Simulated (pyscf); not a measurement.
This saddle point was located with ωB97X-D3(BJ)/def2-SVP in PySCF.

```xyz
10

C     -1.7125    -0.6483     0.0364
Al     0.3659    -0.3539    -0.6913
C      0.9461     0.6538     0.8896
H     -2.0179     0.4026     0.1956
H     -1.5187    -1.1401     1.0077
H     -2.5381    -1.1778    -0.4624
H     -0.8779    -1.0930    -1.3329
H      1.9960     0.9806     0.8523
H      0.3076     1.5461     1.0114
H      0.8071     0.0323     1.7915
```
Charge 0, spin multiplicity 1.

Surface: singlet, charge 0. Lowest wavenumbers (cm⁻¹): 1477i, 58, 159, 192, 315.

Q: Which two sides does it connect, and which bonds change?

A: `[CH3][AlH][CH3]` <-> `[CH4]` + `[CH3][Al]` [singlet], a 1,1-elimination read from left to right: Al–C, Al–H broken and C–H formed. At CCSD(T)/def2-TZVPP + ΔMP2(QZVPP) it lies +312.8 kJ/mol from the left side and +218.0 kJ/mol from the right (each side as separated species at their lowest minima found). One saddle was located; it need not be the lowest between these sides. The CCSD(T) − MP2 part came from Ansatz, without density fitting, on the same reference.
